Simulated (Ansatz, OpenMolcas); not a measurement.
## A ladder of methods for BOF (fluoro(oxo)borane)

BOF has 3 atoms, charge 0, and is taken as a singlet. SMILES: `O=BF`. Geometry: relaxed at PBE0-D4/def2-TZVP.

```csv
atom,x (Å),y (Å),z (Å)
O,0.9831,-0.5651,0.4799
B,0.0203,-0.0116,0.0099
F,-1.0034,0.5768,-0.4898
```

Each level gives the vertical energy of the triplet above the singlet (eV). The values are calculated.

```json
{"level": "HF/STO-3G, open shells restricted", "kind": "Hartree–Fock", "program": "OpenMolcas", "value (eV)": "6.90", "less FCI/STO-3G": "-1.34", "CPU time (all runs)": "4 s"}
{"level": "PBE/STO-3G", "kind": "GGA", "program": "Ansatz", "value (eV)": "8.30", "less FCI/STO-3G": "+0.06", "CPU time (all runs)": "34 s"}
{"level": "revPBE/STO-3G", "kind": "GGA", "program": "Ansatz", "value (eV)": "8.28", "less FCI/STO-3G": "+0.04", "CPU time (all runs)": "17 s"}
{"level": "r2SCAN/STO-3G", "kind": "meta-GGA", "program": "Ansatz", "value (eV)": "8.21", "less FCI/STO-3G": "-0.03", "CPU time (all runs)": "26 s"}
{"level": "M06-2X/STO-3G", "kind": "hybrid meta-GGA", "program": "OpenMolcas", "value (eV)": "8.37", "less FCI/STO-3G": "+0.13", "CPU time (all runs)": "12 s"}
{"level": "BCCD(T)/STO-3G", "kind": "coupled cluster or CI", "program": "Ansatz", "value (eV)": "8.39", "less FCI/STO-3G": "+0.15", "CPU time (all runs)": "2.1 s"}
{"level": "CCSD(T)/STO-3G", "kind": "coupled cluster or CI", "program": "Ansatz", "value (eV)": "8.39", "less FCI/STO-3G": "+0.15", "CPU time (all runs)": "1.8 s"}
{"level": "CCSDT/STO-3G", "kind": "coupled cluster or CI", "program": "Ansatz", "value (eV)": "8.26", "less FCI/STO-3G": "+0.02", "CPU time (all runs)": "2.8 s"}
{"level": "FCI/STO-3G", "kind": "exact in the basis", "program": "Ansatz", "value (eV)": "8.24", "less FCI/STO-3G": "0.00", "CPU time (all runs)": "3 s"}
```

FCI/STO-3G is exact within its basis and frozen core, so for wave-function methods in that basis the difference is their error; functionals converge differently with the basis, so for them it is only a difference. The values span 6.90 to 8.39 eV. All rows use very small basis sets, so none should be taken for the real molecule's value. Times are those of the runs behind each value, whatever else they computed, on shared processors of several kinds: orders of magnitude only.
